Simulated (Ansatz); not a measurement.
System (SMILES): [SiH3] (SiH3), doublet.
Atoms: Si1, H2, H3, H4. Bonds: Si1-H2, Si1-H3, Si1-H4.

Basis-set convergence of the highest harmonic wavenumber at HF with Ansatz (a program for electronic structure). Each level at its own minimum, finite differences of forces, unscaled; the reference is a large set that could be run, not a limit. Cartesian d functions, on some or all atoms, in 6-31G*, 6-31+G*, 6-311G**, 6-311+G**; all else is spherical. The program fits the integrals of some runs and decomposes those of others, by size. Open shells are unrestricted. No added dispersion term, no relativity. Reference: the value in aug-pcseg-2, 2320 cm⁻¹, itself unsure by roughly 4 cm⁻¹ (its mean distance from aug-cc-pV(T+d)Z, def2-TZVPPD). Deviations are taken from unrounded values.

| basis | functions | highest harmonic wavenumber (cm⁻¹) |
|---|---|---|
| 6-31G* | 25 | 2383 |
| 6-31+G* | 29 | 2384 |
| def2-SVP | 33 | 2337 |
| def2-SVPD | 48 | 2330 |
| pcseg-1 | 33 | 2370 |
| aug-pcseg-1 | 54 | 2342 |
| cc-pV(D+d)Z | 38 | 2317 |
| aug-cc-pV(D+d)Z | 59 | 2307 |
| 6-311G** | 45 | 2338 |
| 6-311+G** | 49 | 2340 |
| def2-TZVP | 55 | 2321 |
| def2-TZVPD | 70 | 2322 |
| pcseg-2 | 76 | 2326 |
| aug-pcseg-2 | 119 | 2320 |
| cc-pV(T+d)Z | 81 | 2313 |
| aug-cc-pV(T+d)Z | 124 | 2312 |
| def2-TZVPP | 84 | 2317 |
| def2-TZVPPD | 99 | 2318 |

What the diffuse functions change, pair by pair:
- 6-31G* to 6-31+G*: 4 more functions, deviation 63 to 65 cm⁻¹
- def2-SVP to def2-SVPD: 15 more functions, deviation 18 to 11 cm⁻¹
- pcseg-1 to aug-pcseg-1: 21 more functions, deviation 50 to 22 cm⁻¹
- cc-pV(D+d)Z to aug-cc-pV(D+d)Z: 21 more functions, deviation -3 to -12 cm⁻¹
- 6-311G** to 6-311+G**: 4 more functions, deviation 19 to 20 cm⁻¹
- def2-TZVP to def2-TZVPD: 15 more functions, deviation 2 to 2 cm⁻¹
- pcseg-2 to aug-pcseg-2: 43 more functions, deviation 7 to 0 cm⁻¹
- cc-pV(T+d)Z to aug-cc-pV(T+d)Z: 43 more functions, deviation -7 to -7 cm⁻¹
- def2-TZVPP to def2-TZVPPD: 15 more functions, deviation -2 to -1 cm⁻¹

Leaving out the reference's own pair, they bring the value nearer the reference by more than 4 cm⁻¹ in 2 of 8 pairs.
